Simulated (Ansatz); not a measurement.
**F–CH–Ga, Cl–CH–Ga: atomization energies**

Ansatz 0.2.0, basis cc-pVDZ; geometries are PBE0/def2-TZVP minima. Wave-function levels freeze the cores with the filled d shells of p-block atoms; HF, MP2 and coupled cluster are restricted for singlets and unrestricted otherwise, atoms included, restricted open-shell where a d shell is frozen. The reference is CCSDT(Q) (coupled cluster only where its series has nearly closed). An error is the level's value less the reference. None of these values is a measured one. Energies are electronic, without zero-point terms. No spin–orbit coupling and no scalar relativity. The set is small: it underbinds, by tens of kJ/mol for each bond, so near ties and functionals' places can change in larger sets. The species are chosen: bound, without strong static correlation by their natural occupations or amplitudes, in their lowest spin state as far as vertical gaps and like structures tell, and with a ladder that closes on the reference, so errors are smaller than for species at large; levels whose determinant breaks symmetry or spin markedly are left out.

```
          species                                                    bonds (Å)     quantity  symmetry of the states  reference  value (kcal/mol)  error CCSD  error CCSD(T)  error CCSDT
 F–CH–Ga, doublet   C–F 1.349, C–Ga 2.047, C–H 1.098, angles at C 109/120/131°  atomization                     A''   CCSDT(Q)             247.3        -4.6           -0.6         -0.3
Cl–CH–Ga, doublet  C–Cl 1.726, C–Ga 2.034, C–H 1.091, angles at C 110/113/137°  atomization                     A''   CCSDT(Q)             226.8        -4.8           -0.5         -0.4
```

The reference falls from F to Cl, by 20.5 kcal/mol in all.
